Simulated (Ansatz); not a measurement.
# C3H4FN: small, medium and large basis sets

An exercise on one series of results from a longer session: the logs are not shown, and one member is left open.

The runs use Ansatz 0.2.0, Gaussian basis; one geometry, several basis sets.

Levels to be run: PBE0-D4/def2-SVP; ωB97M-V/def2-SVP; PBE0-D4/def2-QZVPP; ωB97M-V/def2-QZVPP; the functionals' def2-TZVPP values are taken from earlier runs.

**The relaxed structure**

An earlier PBE0-D4 in a triple-zeta def2 set relaxation fixed the geometry.

SMILES `C=C(F)C=N`, 9 atoms, charge 0, spin multiplicity 1.

Atoms are counted from 1 here; the program's logs count them from 0.

Bond lengths: C1–C2 1.323 Å, C1–H6 1.081 Å, C1–H7 1.081 Å, C2–F3 1.342 Å, C2–C4 1.474 Å, C4–N5 1.264 Å, C4–H8 1.093 Å, N5–H9 1.022 Å. Angles: C2–C1–H6 120.4°, C2–C1–H7 121.0°, H6–C1–H7 118.6°, C1–C2–F3 120.0°, C1–C2–C4 128.4°, F3–C2–C4 111.6°, C2–C4–N5 128.1°, C2–C4–H8 113.6°, N5–C4–H8 118.3°, C4–N5–H9 111.6°.

Set-up of the first run:

File in.yaml:

```yaml
crystal:
  periodic: [false, false, false]
  atoms:
    - {symbol: C, position_ang: [0.541040, 0.873655, -0.868862]}
    - {symbol: C, position_ang: [0.600756, -0.245702, -0.166246]}
    - {symbol: F, position_ang: [1.686013, -1.030800, -0.245046]}
    - {symbol: C, position_ang: [-0.407027, -0.803784, 0.753905]}
    - {symbol: N, position_ang: [-1.538850, -0.327549, 1.051741]}
    - {symbol: H, position_ang: [-0.330147, 1.511113, -0.809066]}
    - {symbol: H, position_ang: [1.357229, 1.171361, -1.512322]}
    - {symbol: H, position_ang: [-0.103238, -1.745793, 1.216972]}
    - {symbol: H, position_ang: [-1.717376, 0.551098, 0.561824]}
basis:
  gaussian: {orbitals: def2-SVP}
hamiltonian: {xc: pbe0, dispersion: d4}
output: {orbitals: {seedname: orbitals}}
```

The run is started by

```console
> ansatz run in.yaml --threads 2 --pin off --events-out ev --progress --plain --max-ram 4352MiB
```

Among the steps run: PBE0-D4 in def2-SVP; ωB97M-V in def2-SVP; PBE0-D4 in def2-QZVPP; ωB97M-V in def2-QZVPP.

One of the session's tables, all rows but one given; the rest of the session is left out.

It belongs to the step «Density functionals: the series». 

| functional | basis | HOMO (eV) |
| --- | --- | --- |
| PBE0-D4 | def2-SVP | -7.78 |
| PBE0-D4 | def2-TZVPP | -7.86 |
| PBE0-D4 | def2-QZVPP | -7.89 |
| ωB97M-V | def2-SVP | -9.97 |
| ωB97M-V | def2-TZVPP | -10.07 |
| ωB97M-V | def2-QZVPP | ? |

Estimate the missing values for ωB97M-V, def2-QZVPP.

**Answer.** HOMO (eV): -10.09. In the column «HOMO (eV)» it is the lowest.
